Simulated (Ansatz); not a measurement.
Results of LDA (PAW; Ansatz, a quantum-chemistry and plane-wave program) for rock-salt HfC.

Run with plane-wave cutoff 520 eV, 20×20×20 k mesh, Fermi–Dirac smearing 0.05 eV, scalar-relativistic PAW data made under PBE.

Computed points:

```
V (Å³/atom)  E − E_lowest (meV/atom)  P (GPa)
-----------  -----------------------  -------
11.234                         38.80    18.25
11.473                         16.65    11.55
11.712                          4.02     5.49
11.951                          0.00    -0.01
12.190                          3.79    -4.99
12.430                         14.64    -9.50
12.669                         31.91   -13.58
```

Question: Estimate the bulk modulus and its pressure derivative from these points.

Answer: V0 = 11.951 Å³/atom, B0 = 261 GPa, B′ = 3.9 (fit to the energies at full precision).

Measured, for comparison: bulk modulus 242 GPa (room temperature, not corrected to a static lattice, sources range from 242 to 286; as tabulated in Synthesis of Binary Transition Metal Nitrides, Carbides and Borides from the …); equilibrium volume per atom 12.47 Å³/atom (temperature not stated, not corrected to a static lattice; as tabulated in Zhang et al. (2018), doi:10.1088/1367-2630/aac7f0). Computed less measured: bulk modulus +8 % (inside the range of the sources held), equilibrium volume per atom -4.2 %.

Spin–orbit coupling is not included.

Static lattice: no zero-point or thermal effects.

It cost around 70 core-seconds (rough) of CPU time.
